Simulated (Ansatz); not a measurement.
The input, for Ansatz 0.2.0:

```yaml
crystal:
  periodic: [false, false, false]
  atoms:
    - {symbol: B, position_ang: [0.000000, -0.199080, 0.762352]}
    - {symbol: N, position_ang: [0.000000, 0.073573, -0.715637]}
    - {symbol: H, position_ang: [0.000000, 1.112913, 1.767878]}
basis:
  gaussian: {orbitals: 6-31G}
magnetization: {spin_polarized: false, initial_magnetization: 3}
correlation: {method: ccsd_t, electrons: outside_noble_gas}
output: {forces: true}
```

```sh
$ ansatz run in.yaml --threads 1 --pin off --events-out ev --progress --plain --max-ram 2393MiB
```

Log:

```
290 factors; integrals over basis functions are off by at most 2.6e-4 eV
mean field evaluation 1: about -2161.2897 eV, gradient 1.0e1 eV
mean field evaluation 2: about -2161.2913 eV, gradient 1.0e1 eV
mean field evaluation 4: about -2162.8408 eV, gradient 3.0e0 eV
mean field evaluation 8: about -2163.0488 eV, gradient 1.9e-1 eV
mean field evaluation 16: about -2161.2948 eV, gradient 1.0e1 eV
mean field evaluation 32: about -2161.3416 eV, gradient 1.5e-6 eV
mean field evaluation 64: about -2161.2209 eV, gradient 2.5e0 eV
mean field evaluation 96: about -2160.4202 eV, gradient 5.0e-1 eV
mean field evaluation 128: about -2162.5931 eV, gradient 2.7e0 eV
mean field evaluation 160: about -2155.9090 eV, gradient 1.2e1 eV
mean field evaluation 192: about -2161.6547 eV, gradient 3.1e0 eV
mean field -2163.05003758 eV, -79.4906227132 hartree, gradient 3.0e-6 eV, S^2 3.750000; 7 other end points of the search recorded, 0 dependent functions left out
mean field evaluation 224: about -2161.6623 eV, gradient 9.2e0 eV
determinant -2163.05003758 eV, -79.4906227132 hartree, with singles and doubles -2166.38835632 eV, -79.6133036638 hartree
determinant -2161.34155199 eV, -79.4278370257 hartree, with singles and doubles -2165.26783755 eV, -79.5721253588 hartree
determinant -2160.42699057 eV, -79.3942275134 hartree, with singles and doubles -2164.26846364 eV, -79.5353990449 hartree
2 core orbitals not correlated: weight in the atoms' cores, before any rotation towards them, 1.000 or more for the frozen orbitals, at most 0.000 for the correlated occupied ones
reference -2163.05003758 eV, -79.4906227132 hartree; 6, 3 occupied and 12, 15 virtual orbitals, 290 factors
second order -2.49885340 eV of doubles, -0.06572801 eV of singles
cycle   1  -3.33899794 eV  change   -6.8e-4 eV  update   4.3e-3
cycle   2  -3.34230981 eV  change   -3.3e-3 eV  update   3.8e-3
cycle   3  -3.34417077 eV  change   -1.9e-3 eV  update   2.2e-3
cycle   4  -3.34536165 eV  change   -1.2e-3 eV  update   1.1e-3
cycle   5  -3.34667455 eV  change   -1.3e-3 eV  update   3.8e-4
cycle   6  -3.34724813 eV  change   -5.7e-4 eV  update   2.0e-4
cycle   7  -3.34708401 eV  change    1.6e-4 eV  update   1.1e-4
cycle   8  -3.34694974 eV  change    1.3e-4 eV  update   4.8e-5
cycle   9  -3.34691820 eV  change    3.2e-5 eV  update   2.0e-5
cycle  10  -3.34692474 eV  change   -6.5e-6 eV  update   7.8e-6
cycle  11  -3.34692809 eV  change   -3.4e-6 eV  update   3.8e-6
cycle  12  -3.34692868 eV  change   -5.8e-7 eV  update   1.6e-6
cycle  13  -3.34692803 eV  change    6.5e-7 eV  update   8.2e-7
cycle  14  -3.34692817 eV  change   -1.4e-7 eV  update   3.8e-7
perturbative correction -0.08266890 eV, -0.0030380260 hartree
the calculation of the forces begins
Total energy: -2166.47963465 eV, -79.6166580809 hartree
Atom 0 at     0.000000    -0.199080     0.762352 Å, force     0.000000     1.808614     2.620676 eV/Å
Atom 1 at     0.000000     0.073573    -0.715637 Å, force    -0.000000     0.338557    -0.749407 eV/Å
Atom 2 at     0.000000     1.112913     1.767878 Å, force    -0.000000    -2.147171    -1.871269 eV/Å
Dipole moment:    -0.000000    -0.154906     0.126543 e Å
```

Forces (eV/Å):
```
B    0.000  1.809  2.621
N    0.000  0.339 -0.749
H    0.000 -2.147 -1.871
```

For the same geometry and basis full CI lies 38.3 meV lower.

Ran on 1 thread of Arm Neoverse V1, shared host: 0.75 s wall, 0.08 GiB peak host memory.
